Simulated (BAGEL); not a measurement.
**UHF/STO-3G (density fitting with qzvpp-jkfit) run of CH4ClSi (SMILES [CH2][SiH2]Cl)**

Aim: the energy change on altering one bond length of CH4ClSi at UHF/STO-3G (density fitting with qzvpp-jkfit), from 2 runs. 

The calculation is run with BAGEL 1.2.2.

3 further runs of the same task are left out: 1 that didn't finish, 2 set aside as unsound or not needed.

## 1. Starting point

CH4ClSi has 7 atoms, charge 0, and is taken as a doublet. As SMILES, `[CH2][SiH2]Cl`. The shape is that of a PBE0-D4/def2-TZVP optimisation. This is one conformer, not always the lowest.

Bond lengths: C1–Si2 1.832 Å, Si2–Cl3 2.067 Å, C1–H4 1.085 Å, C1–H5 1.085 Å, Si2–H6 1.482 Å, Si2–H7 1.481 Å. Angles: C1–Si2–Cl3 110.1°, C1–Si2–H6 111.0°, C1–Si2–H7 111.0°, Cl3–Si2–H6 106.8°, Cl3–Si2–H7 106.9°, Si2–C1–H4 122.4°, Si2–C1–H5 122.3°, H6–Si2–H7 110.8°, H4–C1–H5 115.1°.

## 2. The energy at UHF/STO-3G (density fitting with qzvpp-jkfit)

job.json reads:

```json
{ "bagel" : [

{
  "title" : "molecule",
  "basis" : "sto-3g",
  "df_basis" : "qzvpp-jkfit",
  "angstrom" : true,
  "geometry" : [
    { "atom" : "C", "xyz" : [      -0.956100,       0.088100,      -0.602700 ] },
    { "atom" : "Si", "xyz" : [       0.657000,       0.049300,       0.264700 ] },
    { "atom" : "Cl", "xyz" : [       0.631500,      -1.390200,       1.747300 ] },
    { "atom" : "H", "xyz" : [      -1.161100,      -0.521500,      -1.476700 ] },
    { "atom" : "H", "xyz" : [      -1.796100,       0.671900,      -0.240300 ] },
    { "atom" : "H", "xyz" : [       0.934800,       1.344000,       0.929100 ] },
    { "atom" : "H", "xyz" : [       1.751200,      -0.309700,      -0.667000 ] }
  ]
},

{ "title" : "uhf", "nopen" : 1 },

{ "title" : "print", "file" : "orbitals.molden", "orbitals" : true }

]}
```

On the command line:

```bash
$ BAGEL_NUM_THREADS=1 BAGEL job.json > job.out
```

Output:

```text
* using 1 threads per process

  ===============================================================
  ===============================================================

  *** Geometry ***

  { "atom" : "C", "xyz" : [     -1.806767,      0.166485,     -1.138938 ] },
  { "atom" : "Si", "xyz" : [      1.241550,      0.093163,      0.500211 ] },
  { "atom" : "Cl", "xyz" : [      1.193362,     -2.627097,      3.301918 ] },
  { "atom" : "H", "xyz" : [     -2.194161,     -0.985492,     -2.790559 ] },
  { "atom" : "H", "xyz" : [     -3.394137,      1.269707,     -0.454101 ] },
  { "atom" : "H", "xyz" : [      1.766516,      2.539792,      1.755745 ] },
  { "atom" : "H", "xyz" : [      3.309288,     -0.585248,     -1.260447 ] },

  Number of auxiliary basis functions:      403

  Since a DF basis is specified, we compute 2- and 3-index integrals:
    o Being stored without compression. Storage requirement is 0.002 GB

  Number of basis functions:       27
  Number of electrons      :       41

    * METHOD: MOLECULE                             0.11

  *** Open-shell HF ***

  === Nuclear Repulsion ===
   138.1738606608

      * DIIS with orbital gradients will be used.

  === UHF iteration (sto-3g) ===
      0       -779.88287699          0.01836841           0.03
      1       -779.92506792          0.00362171           0.03
      2       -779.92782691          0.00100109           0.03
      3       -779.92848013          0.00018349           0.03
      4       -779.92861715          0.00006318           0.02
      5       -779.92867396          0.00001726           0.02
      6       -779.92868291          0.00000395           0.03
      7       -779.92868354          0.00000093           0.03
      8       -779.92868359          0.00000042           0.02
      9       -779.92868360          0.00000019           0.02
     10       -779.92868360          0.00000006           0.02
     11       -779.92868360          0.00000002           0.02
     12       -779.92868360          0.00000001           0.02
    * SCF iteration converged.

    * S^2 (UHF) is 0.7663

    * Permanent dipole moment:
           (    0.082623,    -0.799566,     0.874025) a.u.

    * METHOD: UHF                                  0.40

    * METHOD: PRINT                                0.00

  ===============================================================
```

Wall time 0.65 s (1 thread of Arm Neoverse V1, shared host).

## 3. The distorted shape, same level

job.json reads:

```json
{ "bagel": [

{
  "title": "molecule",
  "basis": "sto-3g",
  "df_basis": "qzvpp-jkfit",
  "angstrom": true,
  "geometry": [
    { "atom": "C", "xyz": [      -0.925351,       0.179538,      -0.471602 ] },
    { "atom": "Si", "xyz": [       0.687749,       0.140738,       0.395798 ] },
    { "atom": "Cl", "xyz": [       0.662249,      -1.298762,       1.878398 ] },
    { "atom": "H", "xyz": [      -1.161100,      -0.521500,      -1.476700 ] },
    { "atom": "H", "xyz": [      -1.765351,       0.763338,      -0.109202 ] },
    { "atom": "H", "xyz": [       0.965549,       1.435438,       1.060198 ] },
    { "atom": "H", "xyz": [       1.781949,      -0.218262,      -0.535902 ] }
  ]
},

{ "title": "uhf", "nopen": 1 },

{ "title": "print", "file": "orbitals.molden", "orbitals": true }

]}
```

On the command line:

```bash
$ BAGEL_NUM_THREADS=1 BAGEL job.json > job.out
```

Output:

```text
* using 1 threads per process

  ===============================================================
  ===============================================================

  *** Geometry ***

  { "atom" : "C", "xyz" : [     -1.748660,      0.339278,     -0.891199 ] },
  { "atom" : "Si", "xyz" : [      1.299657,      0.265956,      0.747950 ] },
  { "atom" : "Cl", "xyz" : [      1.251469,     -2.454304,      3.549658 ] },
  { "atom" : "H", "xyz" : [     -2.194161,     -0.985492,     -2.790559 ] },
  { "atom" : "H", "xyz" : [     -3.336030,      1.442500,     -0.206362 ] },
  { "atom" : "H", "xyz" : [      1.824623,      2.712585,      2.003484 ] },
  { "atom" : "H", "xyz" : [      3.367396,     -0.412455,     -1.012708 ] },

  Number of auxiliary basis functions:      403

  Since a DF basis is specified, we compute 2- and 3-index integrals:
    o Being stored without compression. Storage requirement is 0.002 GB

  Number of basis functions:       27
  Number of electrons      :       41

    * METHOD: MOLECULE                             0.14

  *** Open-shell HF ***

  === Nuclear Repulsion ===
   137.5571367005

      * DIIS with orbital gradients will be used.

  === UHF iteration (sto-3g) ===
      0       -779.86194131          0.01886254           0.03
      1       -779.90568999          0.00388916           0.03
      2       -779.90876705          0.00108101           0.03
      3       -779.90958250          0.00021835           0.03
      4       -779.90980247          0.00007046           0.04
      5       -779.90991543          0.00002405           0.03
      6       -779.90994690          0.00000874           0.04
      7       -779.90995556          0.00000330           0.03
      8       -779.90995724          0.00000177           0.04
      9       -779.90995776          0.00000058           0.03
     10       -779.90995780          0.00000013           0.04
     11       -779.90995780          0.00000004           0.04
     12       -779.90995780          0.00000001           0.03
     13       -779.90995780          0.00000001           0.03
    * SCF iteration converged.

    * S^2 (UHF) is 0.7724

    * Permanent dipole moment:
           (    0.078688,    -0.806409,     0.863354) a.u.

    * METHOD: UHF                                  0.57

    * METHOD: PRINT                                0.00

  ===============================================================
```

Run time: 0.85 s. Hardware: 1 thread of Arm Neoverse V1, shared host.

## 4. Results

Level: UHF/STO-3G (density fitting with qzvpp-jkfit).

```
                                                         quantity          value
                                        first shape: total energy  -779.92868 Eh
                                       first shape: dipole moment         3.02 D
                                                first shape: ⟨S²⟩          0.766
                                    distorted shape: total energy  -779.90996 Eh
                                   distorted shape: dipole moment         3.01 D
                                            distorted shape: ⟨S²⟩          0.772
energy change with the C1–H4 bond stretched from 1.085 to 1.248 Å       0.510 eV
```

In words: With the C1–H4 bond stretched from 1.085 to 1.248 Å the energy rises by 0.51 eV (49.2 kJ/mol). The first shape isn't relaxed at this level, so the change isn't measured from a minimum. The minimal basis adds a large error of its own.
